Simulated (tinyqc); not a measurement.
Hueckel theory of the pi electrons, for the molecule C=CC=C (SMILES; centres numbered as the heavy atoms are written), step by step. Computed by tinyqc, a small Python program that keeps every step. Settings: charge = 0. Command: `OMP_NUM_THREADS=1 python tinyqc.py 28915 28916 out.jsonl` (the two numbers bound the seeds that draw the settings). One thread of a shared host (Intel(R) Xeon(R) Processor @ 2.60GHz), about 0.01 s of CPU time with the checks.

## The Hueckel matrix

Centres:

| centre | z_r, pi electrons of the neutral centre | h |
|---|---|---|
| 1C | 1 | 0.000000 |
| 2C | 1 | 0.000000 |
| 3C | 1 | 0.000000 |
| 4C | 1 | 0.000000 |

Bonds:

| i | j | k |
|---|---|---|
| 1 | 2 | 1 |
| 2 | 3 | 1 |
| 3 | 4 | 1 |

H_rr = alpha + h_r beta, H_rs = k_rs beta for bonded centres.

Hueckel matrix in units of beta (H = alpha + beta A):
```
          1C        2C        3C        4C
1C  0.000000  1.000000  0.000000  0.000000
2C  1.000000  0.000000  1.000000  0.000000
3C  0.000000  1.000000  0.000000  1.000000
4C  0.000000  0.000000  1.000000  0.000000
```

## Orbitals

pi electrons, sum of z_r less the charge = 4

Diagonalise; E = alpha + x beta with beta < 0, so the largest x are filled first; degenerate levels share their electrons. P = sum n_i c_ri c_si; each orbital has its largest coefficient positive (the first on a tie).

x values: 1.618034  0.618034  -0.618034  -1.618034

occupations: 2.000000  2.000000  0.000000  0.000000

coefficients:
```
         MO1        MO2        MO3        MO4
1C  0.371748   0.601501   0.601501  -0.371748
2C  0.601501   0.371748  -0.371748   0.601501
3C  0.601501  -0.371748  -0.371748  -0.601501
4C  0.371748  -0.601501   0.601501   0.371748
```

charge and bond-order matrix P:
```
           1C        2C        3C         4C
1C   1.000000  0.894427  0.000000  -0.447214
2C   0.894427  1.000000  0.447214   0.000000
3C   0.000000  0.447214  1.000000   0.894427
4C  -0.447214  0.000000  0.894427   1.000000
```

## Energy, charges, bond orders

E = sum n x; q_r = z_r - P_rr; bond order p = P_rs; free valence = sqrt(3) - sum of p over the bonds of the atom.

pi energy = 4 alpha + this times beta = 4.472136

pi charges: 1C 0.000000, 2C 0.000000, 3C 0.000000, 4C 0.000000

Bond orders and lengths from R = 1.517 - 0.180 p (angstrom, C-C alone):

| bond | p | R |
|---|---|---|
| 1-2 | 0.894427 | 1.356003 |
| 2-3 | 0.447214 | 1.436502 |
| 3-4 | 0.894427 | 1.356003 |

free valence of the carbons: 1C 0.837624, 2C 0.390410, 3C 0.390410, 4C 0.837624

gap between the highest filled and the next level = 1.236068 |beta|
